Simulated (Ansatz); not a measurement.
## Bulk modulus B0 of some elemental metals

Method: r²SCAN-D4 (Ansatz, a program for electronic structure, plane waves, PAW). References are measured values corrected to a static lattice. The table is a random draw of 10 from 23 solids with such references.

Values in GPa.

```tsv
solid	reference	r²SCAN-D4	error (%)
bcc Nb	173	175	+1.2
bcc V	161	196	+22
fcc Pd	195 (187–198)	191	-2.1
hcp Cd	53.8§ (50.7–53.8)	48.8	-9.3
bcc W	312 (300–328)	324	+3.8
fcc Ni	192 (186–195)	225	+17.2
bcc Li	13.8 (13.1–13.9)	13.1	-5.1
hcp Re	369	394	+6.8
hcp Y	41.7 (37.3–41.7)	41.0	-1.7
hcp Ti	108	118	+9.3
```

Over these 10 solids the mean error is +4.2 %, the mean absolute error 7.8 % (median 5.9 %), and the worst case bcc V at +22 %; the value is above the reference in 6 of 10 cases. Over all 23, from unrounded values, the mean error is +4.4 % and the mean absolute error 7.4 % (median 4.9 %).

All these references are brought to a static lattice.

Spin–orbit coupling is left out, also for the solids with elements from indium on (bcc W, hcp Re); its size isn't shown.

§ marks references from which a value of another source on file, of any temperature and not printed here, differs by over 15 %.

In Ansatz's fits of the non-cubic solids, shape and atoms are relaxed at each volume.

Brackets give the range of the sources taken for a reference, where it is wide; it can hold other temperatures.

Differences are worked out from the printed values.

Each level is taken at its own relaxed cell. Ansatz's density-functional and Hartree–Fock values are scalar-relativistic unless marked +SOC, with PAW data made under PBE.

Ansatz's runs of these crystals have no spin polarisation, but for fcc Ni. Meta-GGAs and exact exchange favour moments, which can bear on bcc V, fcc Pd, fcc Ni, hcp Y, hcp Ti.

Density-functional runs with spin start from parallel moments for fcc Ni.

Not in this set, of the elemental metals with a reference value in our tables and a result at some level: 12 for no value at r²SCAN-D4 (not run, a failed fit, an unstable or unbound cell, or a value held back for tests); 6 for sources at odds; 3 for a reference at room or unstated temperature. These can be a level's best or worst cases. Solids without a released value at any level aren't counted. Layered and molecular crystals are counted apart. The metals Ce to Yb are counted apart.

References as tabulated in doi:10.1021/acs.jctc.3c00612; Mejia-Rodriguez and Trickey (2018), arXiv:1807.09216; Levämäki et al. (2014), arXiv:1402.3671.
